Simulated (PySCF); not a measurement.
# AlP−: from the state search to spectroscopic constants

The task here is to estimate one member of a computed series from the others.

The runs use PySCF 2.14.0; Al aug-cc-pVDZ-DK, P aug-cc-pVDZ-DK, spin-free X2C with a Gaussian nucleus.

2 further runs of the same task are left out: 2 set aside as unsound or not needed.

Set-up of the first run:

A driver script around PySCF takes these settings:

```json
{
 "atoms": "Al, P",
 "charge": "-1",
 "basis": "Al aug-cc-pVDZ-DK, P aug-cc-pVDZ-DK",
 "Hamiltonian": "spin-free X2C with a Gaussian nucleus",
 "basis functions": "54",
 "electrons treated": "29",
 "masses in u": "26.9815, 30.9738",
 "levels": "PBE0, PBE, r²SCAN, r²SCAN0, TPSS, B97-3, HSE06, MP2, SCS-MP2, CCSD, CCSD(T)",
 "grid": "80 radial by 434 angular points",
 "occupations": "held fixed by the projection of orbital angular momentum",
 "dissociation limit": "Al + P−, each in its ground configuration",
 "starting distance in angstrom": "2.360",
 "values of 2S to try": "1, 3"
}
```

The run is started by

```
OMP_NUM_THREADS=1 python dia.py task.json out
```

Steps of the session up to this table: Input; PBE0 along the bond; Higher solutions at PBE0; PBE; r²SCAN; r²SCAN0; TPSS; B97-3; HSE06 (range-separated hybrid); Correlated methods on the Hartree–Fock reference.

One table of the session follows, with a row left open; its other results are not shown here.

It belongs to the step «Constants by level of theory». 

| level | Re (Å) | ωe (cm⁻¹) | De (eV) |
| --- | --- | --- | --- |
| ROHF-CCSD | ? | ? | ? |
| ROHF-CCSD(T) | 2.190 | 504 | 3.21 |
| PBE | 2.168 | 520 | 3.66 |
| TPSS | 2.163 | 524 | 3.56 |
| r²SCAN | 2.150 | 539 | 3.62 |
| PBE0 | 2.151 | 537 | 3.43 |
| r²SCAN0 | 2.143 | 542 | 3.39 |
| B97-3 | 2.156 | 534 | 3.48 |
| HSE06 | 2.153 | 533 | 3.42 |

Q: Estimate the row for ROHF-CCSD from the others.

The run gave: Re (Å): 2.185; ωe (cm⁻¹): 518; De (eV): 2.92. In the column «Re (Å)» it lies between PBE (2.168) and ROHF-CCSD(T) (2.190).

De is counted to Al + P− in their ground configurations.
